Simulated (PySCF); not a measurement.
Species: C$_{3}$H$_{7}$O, net charge 0, doublet state. It need not be the lowest isomer of its formula. SMILES: [CH2]C(C)O
Geometry from a B3LYP-D3(BJ)/def2-TZVP (Ansatz) optimisation:
```
C
H 1 1.1065
O 1 1.4303 2 108.73
H 3 0.9631 1 108.37 2 58.99
C 1 1.4800 2 108.72 3 -116.89
H 5 1.0796 1 119.84 2 100.56
H 5 1.0804 6 119.71 1 173.20
C 1 1.5309 2 107.56 3 120.76
H 8 1.0905 1 110.05 2 -178.21
H 8 1.0917 9 108.80 1 121.49
H 8 1.0930 9 108.77 10 117.27
```
Charge 0, spin multiplicity 2.

Dispersion corrections to the total energy (kcal/mol) from the dftd3 and dftd4 libraries through PySCF: D3(BJ) without and D4 with the three-body term, each with the damping fitted for the functional named.

```
functional  D3(BJ)      D4
----------  ------  ------
PBE              …   -3.77
PBE0         -3.48       …
revPBE      -11.08  -13.87
TPSSh        -4.64   -4.64
PW6B95           …   -3.25
BP86         -6.06   -4.79
LC-wPBE      -3.64   -4.13
```

Task: What belongs in the gaps?

Result: 
- PBE, D3(BJ): -4.19
- PBE0, D4: -3.12
- PW6B95, D3(BJ): -1.80
